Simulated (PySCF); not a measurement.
Stretching O2

Set-up: O def2-SVP; no relativity (PySCF 2.14). Energies in eV from O + O in their ground configurations at the same level. State: ³Σg⁻ (triplet), unpaired electrons π ↑↑.

| R (Å) | PBE | B3LYP | UHF-CCSD |
| --- | --- | --- | --- |
| 1.024 | -4.159 | -3.452 |  |
| 1.072 | -5.319 | -4.562 | -3.530 |
| 1.119 | -6.002 | -5.195 | -4.163 |
| 1.155 | -6.283 | -5.437 | -4.403 |
| 1.191 | -6.413 | -5.528 | -4.489 |
| 1.227 | -6.427 | -5.503 | -4.458 |
| 1.274 | -6.312 | -5.335 | -4.283 |
| 1.334 | -6.019 | -4.976 | -3.917 |
| 1.405 | -5.531 | -4.410 | -3.349 |
| 1.501 | -4.766 | -3.542 |  |

Q: Put a parabola through the three lowest points of the PBE curve and estimate Re, k and ωe (reduced mass 7.997 u; 1 eV/Å² = 0.16022 mdyn/Å; ωe = 1302.8·√(k/μ) cm⁻¹).

A: Through R = 1.191, 1.227, 1.274 Å the second-order coefficient is 34.2 eV/Å², so Re ≈ 1.215 Å, k ≈ 10.9 mdyn/Å and ωe ≈ 1524 cm⁻¹. A polynomial fit of higher order to the unrounded PBE energies gives Re = 1.214 Å, k = 12.2 mdyn/Å, ωe = 1610 cm⁻¹; anharmonicity and rounding make the difference.

The higher-order fit for each curve: PBE: Re = 1.214 Å, ωe = 1610 cm⁻¹, De = 6.43 eV; B3LYP: Re = 1.200 Å, ωe = 1697 cm⁻¹, De = 5.53 eV; UHF-CCSD: Re = 1.198 Å, ωe = 1713 cm⁻¹, De = 4.49 eV.

Correlated steps freeze 2 core orbitals. Correlated levels converge slowly with the basis: in double zeta they bind strong bonds too weakly, by up to about 1 eV, and carry superposition errors of some tenths. The state is the lowest determinant that a PBE0 search found; another state may lie lower at other levels.
